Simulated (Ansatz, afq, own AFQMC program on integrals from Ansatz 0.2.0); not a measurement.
**AlH₃ (singlet): AFQMC on the coupled-cluster ladder at distance Al1–H3 = 1.586 Å, cc-pVDZ**

The task here is to estimate one member of a computed series from the others.

Method: cc-pVDZ, frozen cores; program: Ansatz 0.2.0, Gaussian basis, and an in-house AFQMC program (afq) on its integrals; all values are calculated.

To be run: Full CI; PBE (unrestricted); r2SCAN (unrestricted); PBE0 (unrestricted); B3LYP (unrestricted); CCSD(T) on RHF; wB97M-V (unrestricted); B2PLYP (unrestricted); Full CI; CCSDT(Q) on RHF; CCSDTQ on RHF; Phaseless AFQMC, CISD trial on RHF; Phaseless AFQMC, single-determinant trial on RHF; Free-projection AFQMC, CISD trial on RHF; UHF.

7 further runs of the same task are left out: 7 that didn't finish.

## The geometry

The geometry derives from a PBE0/def2-TZVP stationary point (not a proven minimum). One bond is set to the value named and the two fragments are kept rigid.

4 atoms, charge 0, spin multiplicity 1.

Atoms are counted from 1 here; the program's logs count them from 0.

Bond lengths: Al1–H2 1.586 Å, Al1–H3 1.586 Å, Al1–H4 1.586 Å. Angles: H2–Al1–H3 120.0°, H2–Al1–H4 120.0°, H3–Al1–H4 120.0°.

Set-up of the first run:

in.yaml reads:

```yaml
crystal:
  periodic: [false, false, false]
  atoms:
    - {symbol: Al, position_ang: [0.000000, 0.000000, 0.000000]}
    - {symbol: H, position_ang: [1.585776, 0.015051, -0.000083]}
    - {symbol: H, position_ang: [-0.805923, 1.365794, -0.002790]}
    - {symbol: H, position_ang: [-0.779853, -1.380845, 0.002873]}
basis:
  gaussian: {orbitals: cc-pVDZ}
correlation: {method: fci, electrons: outside_noble_gas}
```

On the command line:

```
$ ansatz run in.yaml --threads 1 --pin off --events-out ev --progress --plain --max-ram 16896MiB --backend cuda --devices 0, --max-vram 18GiB
```

Among the steps run: Full CI; PBE (unrestricted); r2SCAN (unrestricted); PBE0 (unrestricted); B3LYP (unrestricted); CCSD(T) on RHF; wB97M-V (unrestricted); B2PLYP (unrestricted); CCSDT(Q) on RHF; CCSDTQ on RHF; Phaseless AFQMC, CISD trial on RHF; Phaseless AFQMC, single-determinant trial on RHF; Free-projection AFQMC, CISD trial on RHF; UHF.

One table of the session follows, with a row left open; its other results are not shown here.

On the RHF determinant, counted from full CI (exact for this spin and basis):

| level | from full CI (meV) |
| --- | --- |
| HF | +2792.4 |
| MP2 | +701.9 |
| CCSD | +41.3 |
| CCSD(T) | +11.3 |
| CCSDT(Q) | +0.2 |
| CCSDTQ | 0.0 |
| full CI | 0.0 |
| Phaseless AFQMC, CISD trial, step 0.005, 4000 walkers | ? |
| Phaseless AFQMC, single-determinant trial, step 0.005, 4000 walkers | -69.3 |
| Free-projection AFQMC, CISD trial, step 0.03, 4000 walkers | -0.3 |

Q: Estimate the row for Phaseless AFQMC, CISD trial, step 0.005, 4000 walkers from the others.

**Answer.** from full CI (meV): +0.3. In the column «from full CI (meV)» it lies between CCSDT(Q) (+0.2) and CCSD(T) (+11.3).

Limits of these values: On RHF the phaseless walk with the CISD trial lies +0.3 meV from full CI, within three error bars.
